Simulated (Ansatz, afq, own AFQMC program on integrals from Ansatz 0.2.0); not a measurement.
Two steps: Ansatz 0.2.0 writes the Fock matrix and Cholesky factors of the valence space, and afq projects on them the lowest state that overlaps trial and start.

```yaml
crystal:
  periodic: [false, false, false]
  atoms:
    - {symbol: Al, position_ang: [0.000000, 0.000000, 0.861257]}
    - {symbol: Al, position_ang: [0.000000, 0.000000, -3.341743]}
    - {symbol: H, position_ang: [0.000000, 0.000000, 2.480487]}
basis:
  gaussian: {orbitals: 6-31G}
magnetization: {spin_polarized: true, initial_magnetization: 1}
correlation: {method: ccsd_t, electrons: outside_noble_gas, hamiltonian_folder: ham}
```

```sh
$ ansatz run in.yaml --threads 1 --pin off --events-out ev --progress --plain --max-ram 16896MiB --backend cuda --devices 0, --max-vram 18GiB
```

afq runs on the folder ham with

```
--method phaseless --trial mp1 --walkers 20 --populations 1 --least-time 40 --time-step 0.01 --steps-per-block 10 --equilibration-blocks 60 --max-blocks 200 --target-error 0.00128 --factor-cut 1e-05 --start spin_pure --seed 158 --taylor-order 6
```

Times are imaginary, in 1/Eh. The walk had a cap of 60 s.

Output of the walk:

```
orbitals 18  electrons 4 3  factors 94 of 308
reference energy -484.28321469 Eh
CCSD correlation -0.07571819 Eh in 15 cycles, weight of the determinant in the CISD state 0.8882
energy of the start -484.330164 Eh
 block  time / (1/Eh)  mean weight  energy / Eh
     1     0.100  1.0025  -484.331904
     2     0.200  0.9973  -484.333781
     3     0.300  0.9988  -484.335861
     4     0.400  1.0004  -484.335930
     5     0.500  0.9985  -484.336451
     8     0.800  1.0002  -484.341777
    13     1.300  0.9992  -484.343551
    31     3.100  0.9991  -484.362920
    49     4.900  0.9975  -484.357887
    67     6.700  1.0003  -484.362685
    85     8.500  0.9986  -484.364484
   103    10.300  0.9978  -484.359493
   121    12.100  0.9994  -484.364059
   139    13.900  0.9989  -484.378377
   157    15.700  0.9990  -484.364513
   175    17.500  1.0006  -484.360627
   193    19.300  1.0016  -484.370464
   211    21.100  0.9990  -484.355910
   229    22.900  1.0028  -484.353712
   247    24.700  1.0013  -484.354348
   253    25.300  0.9763  -484.347369
   259    25.900  1.0077  -484.356171
blocks merged  error / Eh  count
     1  0.000517  200
     2  0.000714  100
     4  0.000960  50
     8  0.001306  25
    16  0.001689  12
energy -484.362180 +/- 0.001306 Eh
(rows thinned)
```

The run failed at least one of its tests; the cautions name the faults.

Against this walk (error 35.5 meV) on the same determinant: CCSD(T) 71.5 meV higher, CCSDT(Q) 61.2 meV higher (within the noise), CCSDTQ 60.6 meV higher (within the noise), full CI 60.5 meV higher (within the noise), a separate phaseless walk with a CISD trial and standard settings 69.5 ± 35.6 meV higher (within the noise). The error is statistical and leaves out the bias of the constraint.

Cautions: constraint bias not in the error; error not settled; the sampling time fell short of the least asked; so few walkers bias the energy; the time-step error isn't removed.

The walk took 10 s on 1 × NVIDIA H100 80GB HBM3 with 2 threads of AMD EPYC 7R13 Processor (Zen 3) (shared host) (the card was shared). The log's last line is the phaseless energy.

CCSDT and higher add their correlation energy to the determinant of the CCSD(T) run, since their own runs factorise the integrals more tightly (a shift of under 2 meV). A walk keeps the symmetry of its determinant, which the program's search chose and which needn't be the lowest solution, so a lower state of the same spin and another symmetry isn't excluded.
